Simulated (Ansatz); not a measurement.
Born–Oppenheimer molecular dynamics of AlH₇OSi (10 atoms, charge 0, multiplicity 1). It starts at the highest image of a converged band. Of that band: Neighbouring images differ by up to 2.0 eV, so the band resolves the path poorly. A vibrational analysis at the climbing image gives one clearly imaginary mode, 1856i cm⁻¹: a first-order saddle point.

The calculation used RHF/cc-pVDZ (Ansatz).

```yaml
ensemble: NVE (velocity Verlet)
time_step: 0.5 fs
steps_asked: 200
starting_velocities_drawn_for: 300 K
seed: 2746
```

First frame:

```xyz
10
Properties=species:S:1:pos:R:3
Al 0.151 0.090 0.080
O -0.240 -0.304 1.859
H -1.077 -0.637 2.160
H 1.655 -0.154 -0.317
H -1.096 -0.050 -0.880
Si 0.085 2.701 1.093
H 1.208 3.250 1.904
H 0.358 3.062 -0.337
H -1.172 3.405 1.479
H -0.186 0.933 1.740
```

Task: How far do the bonds stretch over the last three quarters of this one trajectory? (Pairs bonded in most of those frames.)

Result: 
| bond | mean (Å) | spread (Å) | shortest | longest |
| --- | --- | --- | --- | --- |
| Al1–O2 | 1.735 | 0.045 | 1.66 | 1.80 |
| Al1–H4 | 1.584 | 0.031 | 1.53 | 1.63 |
| Al1–H5 | 1.590 | 0.036 | 1.53 | 1.64 |
| O2–H3 | 0.946 | 0.019 | 0.92 | 0.97 |
| Si6–H7 | 1.485 | 0.006 | 1.47 | 1.49 |
| Si6–H8 | 1.489 | 0.030 | 1.44 | 1.54 |
| Si6–H9 | 1.485 | 0.005 | 1.48 | 1.50 |
| Si6–H10 | 1.577 | 0.208 | 1.25 | 1.85 |

Mean temperature of the second half: 1759 K. The conserved energy stayed within 0.96 meV per atom of its start (net change -0.0011 meV per atom), so the integration is sound. The kinetic energy rose, since the run started high on the potential surface and went downhill. It ends in pieces (AlH3O + H4Si), so much of that is their flight and rotation, not heat. A run of 0.1 ps of so small a system gives no equilibrium averages. The orbitals stay closed-shell, which can raise the energy where a bond breaks towards radicals; this wasn't checked here.

The run took 3.8 min on 1 thread of Arm Neoverse V2, with other jobs on the host, peak memory 0.14 GiB.
